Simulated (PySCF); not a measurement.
Geometries of 2 isomers of CH5ClSi, from PBE0-D3(BJ)/def2-SVP geometry optimisation, gas phase (PySCF 2.14.0). One conformer each, no zero-point energy, no frequencies.

Question: Which isomer lies lower at this level?
A.
```xyz
8
angstrom
Si    -0.222    0.526    0.340
C      1.665    0.382    0.379
Cl     2.371    1.871    1.083
H     -0.734    0.705    1.728
H     -0.612    1.693   -0.503
H     -0.795   -0.727   -0.246
H      2.083    0.255   -0.630
H      1.994   -0.470    0.991
```
B.
```xyz
8
angstrom
C      1.010    0.158    0.060
Si    -0.813   -0.270   -0.057
Cl    -1.945    1.472   -0.145
H      1.443   -0.217    0.999
H      1.571   -0.279   -0.780
H      1.148    1.249    0.031
H     -1.277   -1.042    1.131
H     -1.118   -1.052   -1.290
```

Answer: B. That is `C[SiH2]Cl` (methylsilylchloride), 40.1 kcal/mol below the other.

```
   SMILES  atoms numbered as above      E (Eh)  relative (kcal/mol)  relative (kJ/mol)  dipole (D)
C[SiH2]Cl    [CH3:1][SiH2:2][Cl:3]  -790.27135                  0.0                0.0        1.95
[SiH3]CCl    [SiH3:1][CH2:2][Cl:3]  -790.20740                 40.1              167.9        1.60
```
